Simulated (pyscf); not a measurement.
Thermochemistry of product channels of H₂N–SiH(Cl)–Cl + amino radical (NH₂•) on the doublet surface, in kcal/mol, from ωB97M-D3(BJ)/def2-TZVP energies (ideal gas, 1 atm, RRHO with modes under 100 cm⁻¹ raised to 100, one conformer, R ln 2 for chiral ones without a mode under 150 cm⁻¹). Structures and frequencies: ωB97X-D3(BJ)/def2-SVP in PySCF.

| products | ΔE | ΔH(298 K) | ΔG(298 K) | ΔG(1200 K) |
|---|---|---|---|---|
| H₂N–Si•(Cl)–Cl + ammonia (NH₃) | ___ | -13.3 | -13.6 | -13.8 |
| •HN–Si(NH₂)(Cl)–Cl + hydrogen (H₂) | ___ | -10.6 | -8.5 | -5.0 |

Task: What belongs in the gaps?

Result: 
- H₂N–Si•(Cl)–Cl + ammonia (NH₃), ΔE: -16.9
- •HN–Si(NH₂)(Cl)–Cl + hydrogen (H₂), ΔE: -8.3

These are energies of the channels, which say nothing of barriers.
